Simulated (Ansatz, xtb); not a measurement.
# Two isomers of C2H3FS

Structure a is `F/C=C\S`, a singlet and structure b is `F/C=C/S`, a singlet. Both are isolated molecules in the gas phase, relaxed with r2SCAN-D4/def2-SVP; the shapes shown needn't be the lowest conformers.

a (Å):

```yaml
atoms:
  - { symbol: C, position_ang: [-1.0790, -0.8582, -0.2822] }
  - { symbol: C, position_ang: [-1.6551, 0.3178, -0.0085] }
  - { symbol: F, position_ang: [-1.5488, -2.0096, 0.2278] }
  - { symbol: S, position_ang: [-3.0568, 0.5815, 1.0104] }
  - { symbol: H, position_ang: [-0.2037, -0.9924, -0.9227] }
  - { symbol: H, position_ang: [-1.2320, 1.2235, -0.4501] }
  - { symbol: H, position_ang: [-3.2370, -0.7214, 1.3232] }
```

b (Å):

```tsv
atom	x (Å)	y (Å)	z (Å)
C	-1.7338	-1.0610	-0.4347
C	-1.8068	0.2279	-0.0842
F	-1.8743	-1.4394	-1.7129
S	-1.6481	0.9048	1.5276
H	-1.5611	-1.9038	0.2436
H	-1.9848	0.9797	-0.8603
H	-1.4484	-0.2639	2.1788
```

Quicker runs give these differences E(b) − E(a): GFN2-xTB −0.2 kcal/mol; HF/STO-3G +1.4 kcal/mol (at GFN2-xTB geometries); r2SCAN-D4/def2-SVP//GFN2-xTB +3.3 kcal/mol.

Estimate which is lower in electronic energy at CCSD(T)/def2-TZVP, and by roughly how much.

The CCSD(T)/def2-TZVP calculation puts structure a lower, by 2.6 kcal/mol.

How the difference moves with the method:

```tsv
level	geometry	E(b) − E(a) (kcal/mol)	departure from the last row (kcal/mol)	job, with rough time for the two
GFN2-xTB	GFN2-xTB	−0.2	−2.9	optimisation, 0.2 s
HF/STO-3G	GFN2-xTB	+1.4	−1.3	single point, 0.42 s
r2SCAN-D4/def2-SVP//GFN2-xTB	GFN2-xTB	+3.3	+0.7	single point, 2.4 s
r2SCAN-D4/def2-SVP	r2SCAN-D4/def2-SVP	+3.1	+0.4	optimisation, 19 s
HF/def2-TZVP	r2SCAN-D4/def2-SVP	+2.3	−0.4	part of the CCSD(T) run
MP2/def2-TZVP	r2SCAN-D4/def2-SVP	+2.9	+0.2	part of the CCSD(T) run
CCSD(T)/def2-TZVP	r2SCAN-D4/def2-SVP	+2.6		single point, 47 s
```

As drawn, both hold the same kinds of bond in the same numbers.

GFN2-xTB finds them nearly level. The largest departure from CCSD(T)/def2-TZVP is that of GFN2-xTB, 2.9 kcal/mol.

With harmonic frequencies from r2SCAN-D4/def2-SVP (ideal gas, rigid rotor, one conformer each, 298.15 K, 1 atm): the zero-point term adds −0.3 kcal/mol; ΔH is +2.5 and ΔG +2.3 kcal/mol.

The correlated steps freeze 8 core orbitals. Codes used: Ansatz 0.2.0, xtb 6.7.1; the last row on 2 threads of Intel(R) Xeon(R) Processor @ 2.70GHz on a shared host.
